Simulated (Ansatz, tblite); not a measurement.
# The cluster Al₂N₂: a ladder of methods and basis sets

How do method and basis change the picture of the cluster Al₂N₂ (singlet)?

The runs use Ansatz 0.2.0, Gaussian basis; as each input shows.

The runs, in order: GFN1-xTB, GFN2-xTB, PBE-D4/def2-TZVP, r2SCAN-D4/def2-TZVP, r2SCAN0-D4/def2-TZVP, BLYP-D4/def2-TZVP, LDA/def2-TZVP, ωB97M-V/def2-TZVP, HF/def2-TZVP, PBE-D4/def2-SVP, PBE0-D4/def2-SVP, HF/STO-3G, HF/6-31G, B3LYP-D4/6-31G, PBE0-D4/def2-TZVPD, PBE-D4/def2-TZVPD, r2SCAN-D4/def2-TZVPD, CCSD(T)/def2-TZVPP, MP2/def2-TZVP, RPA/def2-TZVP, CCSD(T)/def2-TZVPD.

### 1 The geometry

The singlet was relaxed beforehand with PBE0-D4/def2-TZVP. At that level it is the lowest of the isomers that a small search found.

4 atoms, charge 0, spin multiplicity 1.

Bond lengths: Al1–N3 2.004 Å, Al1–N4 2.004 Å, Al2–N3 2.004 Å, Al2–N4 2.004 Å, N3–N4 1.262 Å. Angles: N3–Al1–N4 36.7°, N3–Al2–N4 36.7°, Al1–N3–Al2 143.3°, Al1–N3–N4 71.7°, Al2–N3–N4 71.7°, Al1–N4–Al2 143.3°, Al1–N4–N3 71.6°, Al2–N4–N3 71.6°.

PBE0-D4/def2-TZVP was run before; its log isn't repeated, and its numbers join the tables.

### 2 GFN1-xTB

Tight binding, by tblite at 300 K electronic temperature and without a spin-polarisation term:

```python
tblite.interface.Calculator('GFN1-xTB', numbers, positions, charge=0, uhf=0).singlepoint()
```

Energy -243.6502 eV, HOMO -8.28 eV, LUMO -7.26 eV; 0.002 s.

### 3 GFN2-xTB

Tight binding, by tblite at 300 K electronic temperature and without a spin-polarisation term:

```python
tblite.interface.Calculator('GFN2-xTB', numbers, positions, charge=0, uhf=0).singlepoint()
```

Energy -213.1990 eV, HOMO -8.44 eV, LUMO -8.30 eV; 0.008 s.

### 4 PBE-D4/def2-TZVP

start.molden holds the orbitals of an earlier run on this state, given as this run's starting guess.

Input file in.yaml:

```yaml
crystal:
  periodic: [false, false, false]
  atoms:
    - {symbol: Al, position_ang: [1.531075, -0.902149, -0.678351]}
    - {symbol: Al, position_ang: [-1.531002, 0.902275, 0.678363]}
    - {symbol: N, position_ang: [0.371658, 0.357988, 0.362703]}
    - {symbol: N, position_ang: [-0.371741, -0.358115, -0.362715]}
basis:
  gaussian: {orbitals: def2-TZVP, initial_orbitals: start.molden}
hamiltonian: {xc: pbe, dispersion: d4}
scf: {omitted_lower_state_checks: [starts]}
output: {orbitals: {seedname: orbitals}}
```

On the command line:

```
$ ansatz run in.yaml --threads 4 --pin off --events-out ev --progress --plain --max-ram 3916MiB
```

The runs that follow: r2SCAN-D4/def2-TZVP; r2SCAN0-D4/def2-TZVP; BLYP-D4/def2-TZVP; LDA/def2-TZVP; ωB97M-V/def2-TZVP; HF/def2-TZVP; PBE-D4/def2-SVP; PBE0-D4/def2-SVP; HF/STO-3G; HF/6-31G; B3LYP-D4/6-31G; PBE0-D4/def2-TZVPD; PBE-D4/def2-TZVPD; r2SCAN-D4/def2-TZVPD; CCSD(T)/def2-TZVPP; MP2/def2-TZVP; RPA/def2-TZVP; CCSD(T)/def2-TZVPD.

Before running them: what should the planned runs give, taken together? Wanted: gap in def2-TZVP, named functionals and Hartree-Fock, smallest and largest; correlation energy, CCSD(T)/def2-TZVPP; correlation energy, MP2/def2-TZVP; correlation energy, CCSD(T)/def2-TZVPD; binding an atom, CCSD(T)/def2-TZVPP; PBE0 total energy, smallest basis above largest.

As calculated:

```
                                                                  quantity                           value
gap in def2-TZVP, named functionals and Hartree-Fock, smallest and largest     1.72 eV (LDA), 9.40 eV (HF)
                                    correlation energy, CCSD(T)/def2-TZVPP                       -14.93 eV
                                         correlation energy, MP2/def2-TZVP                       -13.63 eV
                                    correlation energy, CCSD(T)/def2-TZVPD                       -14.95 eV
                                       binding an atom, CCSD(T)/def2-TZVPP                        2.850 eV
                           PBE0 total energy, smallest basis above largest  8.11 eV (def2-SVP, def2-TZVPD)
```

What this shows: Over the named functionals and Hartree-Fock in def2-TZVP the gap runs from 1.72 eV (LDA) to 9.40 eV (HF); exact exchange widens it. A small miss in a minimal or small basis is a cancelling of errors, not accuracy. The functionals in def2-TZVP miss CCSD(T)/def2-TZVPP by -0.047 (r2SCAN0-D4) to +0.899 eV (LDA) an atom. The reference is CCSD(T) in one finite basis, so it carries an error of its own, often a tenth of an eV or more, and near misses can't be ranked.
